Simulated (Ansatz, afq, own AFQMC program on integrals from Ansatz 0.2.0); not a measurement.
F⁺, triplet: AFQMC among the cluster methods

A free F cation.

Basis aug-cc-pVDZ. Noble-gas cores (and the filled d shells of Ga–Kr and In–Xe) are frozen. Integrals, coupled cluster, full CI and functionals: Ansatz 0.2.0; the random walks run on the same integrals in our own AFQMC program. The CISD trial takes its coefficients from CCSD amplitudes. Released means that phaseless walkers are propagated on without the constraint, phases kept. Free AFQMC starts from the CCSD state and is never constrained. Its projection time is finite, and what remains of the start isn't in its error. ± is one standard error of the sampling.

Determinant: UHF, the one that the program's search chose, which needn't be the lowest solution.

Full CI on the same integrals is exact in this basis and with this determinant's frozen core.

```
T1 diagnostic                               : 0.0053
weight of the determinant in the CISD state : 0.976
⟨S²⟩ of the determinant                     : 2.005
size of the correlated space                : 6 electrons in 22 orbitals
```

Reference: full CI, correlation energy -3.254 eV. The released energy is read at 2.40 1/Eh (meV from the phaseless value at times in 1/Eh: -1.0 ± 1.3 at 0.24, -2.3 ± 1.3 at 0.51, -1.2 ± 1.8 at 0.99, -1.4 ± 1.9 at 1.62, -4.4 ± 1.8 at 2.40).

| level | E − E(reference) (meV) | share of correlation (%) |
| --- | --- | --- |
| HF | 3254.2 | 0.00 |
| MP2 | 447.0 | 86.27 |
| CCSD | 37.4 | 98.85 |
| CCSD(T) | 4.1 | 99.87 |
| CCSDT | 0.0 | 100.00 |
| CCSDT(Q) | 0.0 | 100.00 |
| ph-AFQMC/HF | 58.6 ± 18.1 | 98.20 |
| ph-AFQMC/CISD | 1.7 ± 1.2 | 99.95 |
| released AFQMC | -2.8 ± 1.8 | 100.09 |
| free AFQMC | 0.9 ± 4.1 | 99.97 |

CCSDT and higher add their correlation energy to the determinant of the CCSD(T) run, since their own runs factorise the integrals more tightly (a shift of under 2 meV). Free projections are given only where their last times agree within the noise and don't stop above the reference; a slow remainder of the start can still hide under it. A walk keeps the symmetry of its determinant, which the program's search chose and which needn't be the lowest solution, so a lower state of the same spin and another symmetry isn't excluded. Released energies are given only where the last usable release times agree within the noise; a slower fall can still hide under it.
